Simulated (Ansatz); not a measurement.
Geometry optimisation, Ansatz 0.2.0, RKS PBE-D4/def2-SVP.

The input (input.yaml):

```yaml
crystal:
  periodic: [false, false, false]
  atoms:
    - { symbol: Al, position_ang: [0.0, 0.0, 0.0] }
    - { symbol: H, position_ang: [1.2076, 0.0, 1.2804] }
    - { symbol: H, position_ang: [1.7126, 0.0, 0.4057] }
    - { symbol: H, position_ang: [-1.351, 0.0, -0.78] }
basis:
  gaussian: { orbitals: def2-SVP }
hamiltonian:
  xc: pbe
  dispersion: d4
relax:
  f_tol: 0.15
  max_steps: 25
  restrain:
    - { distance: [1, 2], at: 1.86, k: 30.0 }
    - { distance: [0, 1], at: 1.56, k: 30.0 }
    - { distance: [0, 2], at: 1.56, k: 30.0 }
```

Launched with:

```bash
$ ansatz run input.yaml --threads 1 --pin off --max-ram 2048MiB --backend cpu --events-out ev --progress --plain --runs-dir out
```

**Question.** Where does it end, and by what steps?

**Answer.** The run converged. The restraints hold the end off the free minimum. After 4 steps the energy has fallen by 2.938 eV (the restraints' own energy left out); H2 moved furthest, 0.51 Å.

```csv
step,energy less start (eV),largest force component (eV/Å),accepted
0,0.0000,2.615,yes
1,-1.2231,2.634,yes
2,-2.3121,2.223,yes
3,-2.9053,1.780,yes
4,-2.9379,1.805,yes
```

```xyz
4
Properties=species:S:1:pos:R:3
Al 0.211 0.000 0.122
H 0.779 0.000 1.565
H 1.745 0.000 -0.108
H -1.165 0.000 -0.673
```

Time of the run: 2.7 s on 1 thread of Arm Neoverse V1, with other jobs on the host, peak memory 0.085 GiB.
